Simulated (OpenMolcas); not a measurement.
# [OF2]+ (SMILES F[O+]F) at UX3LYP/def2-TZVPD

What is the vertical ionisation energy of [OF2]+ at UX3LYP/def2-TZVPD? 

The calculation is run with OpenMolcas 26.06.

**1. The structure to begin with**

[OF2]+ has 3 atoms, charge +1, and is taken as a doublet. As SMILES, `F[O+]F`. Geometry: relaxed at GFN2-xTB.

Bond lengths: F1–O2 1.287 Å, O2–F3 1.287 Å. Angles: F1–O2–F3 110.7°.

**2. Energy and forces at UX3LYP/def2-TZVPD**

geom.xyz

```xyz
3

F      0.928320    -0.299370     0.478940
O      0.000600     0.484920     0.053430
F     -0.928920    -0.185540    -0.532380
```

job.input

```
* F2O Kohn-Sham DFT
&GATEWAY
BasLib = $CurrDir
Coord = geom.xyz
Basis = def2-TZVPD
Group = NoSym
&SEWARD
GridInput
Grid=UltraFine
End of Grid
&SCF
UHF
Charge = 1
Spin = 2
KSDFT = HYB_GGA_XC_X3LYP
PrOrbitals = 0
&ALASKA
```

The basis set def2-TZVPD is read from a file made from the Basis Set Exchange's data (not shown).

Command:

```
$ export MOLCAS_MEM=1860
$ pymolcas job.input > job.log
```

Log:

```text
--- Start Module: gateway ---
[...]
--- Stop Module: gateway /rc=_RC_ALL_IS_WELL_ ---
[...]
      Basis functions          120
[...]
--- Start Module: scf ---
[...]
       Convergence after  18 Iterations
[...]
::    Total KS-DFT energy                            -274.2284964462
[...]
      Total spin, S                                     0.5016823144
[...]
      Total electronic charge=   25.000000
      Total            charge=    1.000000
[...]
      Dipole Moment (debye):
      Origin of the operator (angstrom)=   -0.0000   -0.0270   -0.0030
                   X=  4.4121E-04               Y=  4.8226E-01               Z=  5.3055E-02           Total=  4.8517E-01
      Center of Charge (angstrom)
[...]
--- Stop Module: scf /rc=_RC_ALL_IS_WELL_ ---
[...]
--- Start Module: alaska ---
[...]
 *              Molecular gradients               *
 **************************************************
  Irreducible representation: a
 ------------------------------------------------------------------------------------------
                              X                       Y                       Z
 ------------------------------------------------------------------------------------------
  F1               -1.44564988837192E-02    2.06933133717015E-02   -5.70290588165090E-03
  O2               -7.51631584317743E-05   -3.96303377802578E-02   -4.38129934846931E-03
  F3                1.45316620421063E-02    1.89370244085145E-02    1.00842052301413E-02
 ------------------------------------------------------------------------------------------
--- Stop Module: alaska /rc=_RC_ALL_IS_WELL_ ---
[...]
```

Run time: 59 s. Hardware: 1 thread of Arm Neoverse V1, shared host; peak memory 0.76 GiB.

**3. Singlet [OF2]2+ at the same level**

geom.xyz is that of step 2.

job.input

```
&GATEWAY
BasLib=$CurrDir
Coord=geom.xyz
Basis=def2-TZVPD
Group=NoSym
&SEWARD
GridInput
Grid=UltraFine
End of Grid
&SCF
Charge=2
KSDFT=HYB_GGA_XC_X3LYP
PrOrbitals=0
&ALASKA
```

The basis set def2-TZVPD is read from a file made from the Basis Set Exchange's data (not shown).

Command:

```
$ export MOLCAS_MEM=1860
$ pymolcas job.input > job.log
```

Log:

```text
--- Start Module: gateway ---
[...]
--- Stop Module: gateway /rc=_RC_ALL_IS_WELL_ ---
[...]
      Basis functions          120
[...]
--- Start Module: scf ---
[...]
       Convergence after  18 Iterations
[...]
::    Total KS-DFT energy                            -273.3034375294
[...]
      Total spin, S                                     0.0000000000
[...]
      Total electronic charge=   24.000000
      Total            charge=    2.000000
[...]
      Dipole Moment (debye):
      Origin of the operator (angstrom)=   -0.0000   -0.0270   -0.0030
                   X=  5.8719E-04               Y=  5.5238E-01               Z=  6.0814E-02           Total=  5.5572E-01
      Center of Charge (angstrom)
[...]
--- Stop Module: scf /rc=_RC_ALL_IS_WELL_ ---
[...]
--- Start Module: alaska ---
[...]
 *              Molecular gradients               *
 **************************************************
  Irreducible representation: a
 ------------------------------------------------------------------------------------------
                              X                       Y                       Z
 ------------------------------------------------------------------------------------------
  F1                1.65170628349447E-02   -1.80205051278133E-02    7.13146732427727E-03
  O2                2.61028106920448E-05    3.40023404711030E-02    3.73794070392686E-03
  F3               -1.65431656456185E-02   -1.59818353432799E-02   -1.08694080281584E-02
 ------------------------------------------------------------------------------------------
--- Stop Module: alaska /rc=_RC_ALL_IS_WELL_ ---
[...]
```

Wall time 44 s (1 thread of Arm Neoverse V1, shared host); peak memory 0.76 GiB.

**4. Summary of results**

At UX3LYP/def2-TZVPD:

| quantity | value |
| --- | --- |
| doublet [OF2]+: total energy | -274.22850 Eh |
| doublet [OF2]+: HOMO energy (highest over α and β) | -21.15 eV |
| doublet [OF2]+: LUMO energy (lowest over α and β) | -16.17 eV |
| doublet [OF2]+: ⟨S²⟩ | 0.753 |
| doublet [OF2]+: largest force on an atom | 2.050 eV/Å |
| singlet [OF2]2+: total energy | -273.30344 Eh |
| singlet [OF2]2+: HOMO energy | -34.09 eV |
| singlet [OF2]2+: LUMO energy | -29.19 eV |
| singlet [OF2]2+: HOMO–LUMO gap | 4.90 eV |
| singlet [OF2]2+: largest force on an atom | 1.759 eV/Å |
| vertical ionisation energy (to the singlet dication) | 25.172 eV |

In words: The vertical ionisation energy comes to 25.17 eV (580 kcal/mol). The largest force (doublet [OF2]+) is 2.05 eV/Å: the shape isn't a stationary point for this species at this level. Only the singlet of the ionised species was computed; a triplet could lie lower. Mulliken charges (doublet [OF2]+) run from +0.22 on F1 to +0.56 on O2; in a basis this large or diffuse they mean little. Mulliken charges (singlet [OF2]2+) run from +0.58 on F1 to +0.85 on O2; in a basis this large or diffuse they mean little.
